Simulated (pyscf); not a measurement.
`[Cl][GeH3]` + `[NH3]` → `[NH2][GeH2][Cl]` + `[H][H]`, a four-centre exchange (singlet surface; Ge–H, H–N broken, Ge–N, H–H formed). Optimised with ωB97X-D3(BJ)/def2-SVP in PySCF. Energies in kcal/mol from the separated reactants.

AM1 to PM7: differences of heats of formation from MOPAC, which are fitted to 298 K values and so differ in kind from electronic energies by zero-point and thermal terms. 

Q: In single points PM7 puts the saddle at 36.1 kcal/mol and the reaction energy at -41.1 kcal/mol. Should these be trusted to within a few kcal/mol? Compare with ωB97M-D3(BJ)/def2-TZVP.

A: ωB97M-D3(BJ)/def2-TZVP gives ΔE‡ = 50.2 kcal/mol and ΔE = +1.2 kcal/mol. PM7 lies 14.2 kcal/mol under it in the barrier and 42.3 kcal/mol under it in the reaction energy, so on this step it does not hold to within 3.0 kcal/mol. ωB97M-D3(BJ)/def2-TZVP has limits of its own. On the reactant side the descent ends in a complex, 7.4 kcal/mol under the separated species and 56.9 kcal/mol under the saddle at ωB97X-D3(BJ)/def2-TZVP. At the saddle there is also a short Ge–H contact that neither side keeps. This is the saddle that the search found; another between the same sides may lie lower. In the def2 sets elements up to Kr have no core potential.
